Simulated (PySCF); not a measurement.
Gas-phase reaction: H₂ + 4 SiH₂Cl = 2 SiHCl₂ + 2 SiH₄

Method: PySCF energies plus ideal-gas RRHO corrections (1 bar). † marks an energy on the PBE0/def2-TZVP geometry and frequencies; other levels use their own. MP2 freezes the core. 6-31G* has spherical d functions here. Open shells (unrestricted): SiH₂Cl (multiplicity 2), SiHCl₂ (multiplicity 2); the rest are closed-shell singlets. B3LYP is the form with VWN-RPA correlation. SiH₂Cl, SiHCl₂: computed as isolated molecules; such fragments, hydroxides, amides, oligomers or adducts are transient or little studied in the gas. MP2 isn't extrapolated to the basis-set limit.

```csv
level,"ΔH°(298 K), kJ"
B3LYP/6-31G*,-329
B3LYP/def2-TZVP†,-331
BLYP/def2-TZVP†,?
M06-2X/def2-TZVP†,?
MP2/def2-TZVPP†,?
PBE0/def2-SVP†,-338
LDA/def2-TZVP†,-371
ωB97M-V/def2-TZVP†,?
```

**Question.** Some entries are withheld; supply them.

**Answer.** 
- BLYP/def2-TZVP†, ΔH°(298 K), kJ: -320
- M06-2X/def2-TZVP†, ΔH°(298 K), kJ: -327
- MP2/def2-TZVPP†, ΔH°(298 K), kJ: -345
- ωB97M-V/def2-TZVP†, ΔH°(298 K), kJ: -358
